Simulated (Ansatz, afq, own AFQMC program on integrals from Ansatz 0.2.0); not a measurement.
## Where AFQMC and coupled cluster stand for BSiH$_{3}$, singlet

```xyz
5

Si    0.0000    0.0000    0.5052
B     0.0000    0.0000   -1.3160
H     0.0000    1.2660    1.2662
H     0.0000   -1.2660    1.2662
H     0.0000    0.0000   -2.4954
```

Connectivity, by distances: SiH2–BH.

Basis cc-pVDZ. Only valence electrons are correlated. Ansatz 0.2.0 and our own AFQMC program on the same integrals; the CISD trial comes from CCSD amplitudes, and released means the phaseless constraint is let go. Error bars are statistical, one sigma.

Determinant: RHF, the one that the program's search chose, which needn't be the lowest solution. The geometry is a point of a scan.

No full CI on the walks' own integrals is used here; CCSDT(Q) serves as the reference and is uncertain by about the last step of the cluster series.

Cautions: restricted determinant unstable towards unrestricted (UHF 31 meV lower, ⟨S²⟩ 0.26).

- T1 diagnostic: 0.0172
- weight of the determinant in the CISD state: 0.864
- size of the correlated space: 10 electrons in 41 orbitals

Reference: CCSDT(Q), correlation energy -5.996 eV. The released energy is read at 2.40 1/Eh (meV from the phaseless value at times in 1/Eh: -1 ± 13 at 0.24, -7 ± 14 at 0.51, -17 ± 15 at 0.99, -12 ± 11 at 1.62, -25 ± 16 at 2.40).

| level | E − E(reference) (kJ/mol) | share of correlation (%) |
| --- | --- | --- |
| HF | 578.5 | 0.00 |
| MP2 | 126.6 | 78.12 |
| CCSD | 24.3 | 95.80 |
| CCSD(T) | 4.7 | 99.18 |
| CCSDT | 1.2 | 99.79 |
| ph-AFQMC/HF | -19.6 ± 5.7 | 103.40 |
| ph-AFQMC/CISD | 2.2 ± 1.6 | 99.62 |
| released AFQMC | -0.2 ± 1.6 | 100.04 |

A walk keeps the symmetry of its determinant, which the program's search chose and which needn't be the lowest solution, so a lower state of the same spin and another symmetry isn't excluded. Released energies are given only where the last usable release times agree within the noise; a slower fall can still hide under it.
